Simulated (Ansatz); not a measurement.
Ansatz (a program for electronic structure) input (PBE0/6-311G**): A basis named .json is the Basis Set Exchange file of that set (core-valence sets with the plain set on hydrogen).

Ansatz 0.2 input:
```yaml
crystal:
  periodic: [false, false, false]
  atoms:
    - {symbol: O, position_ang: [0.05868076, 0.71529811, -0.05163121]}
    - {symbol: O, position_ang: [0.04226471, -0.60960507, -0.00105923]}
    - {symbol: H, position_ang: [-0.80756382, -0.84554439, 0.42152350]}
basis:
  gaussian:
    orbitals: 6-311G__.json
hamiltonian:
  xc: {name: PBE0}
magnetization: {spin_polarized: true, initial_magnetization: 1}
```

Output:

```
Functional definition: PBE0
integrals: 0.01 GiB planned
366 factors; their error is unknown
mean field: 0.10 GiB planned
mean field evaluation 1: about -4102.2826 eV, gradient 1.7e1 eV
mean field evaluation 2: about -4102.5625 eV, gradient 1.4e1 eV
mean field evaluation 4: about -4103.2178 eV, gradient 2.5e0 eV
mean field evaluation 8: about -4103.2399 eV, gradient 2.5e-2 eV
mean field evaluation 16: about -4103.2196 eV, gradient 1.1e-5 eV
mean field -4103.21963776 eV, -150.7905404257 hartree, gradient 1.1e-5 eV, S^2 0.753100; 1 other end points of the search recorded, 0 dependent functions left out
reference -4103.21964707 eV, -150.7905407677 hartree; 9, 8 occupied and 33, 34 virtual orbitals, 366 factors
Total energy: -4103.21964707 eV, -150.7905407677 hartree
```
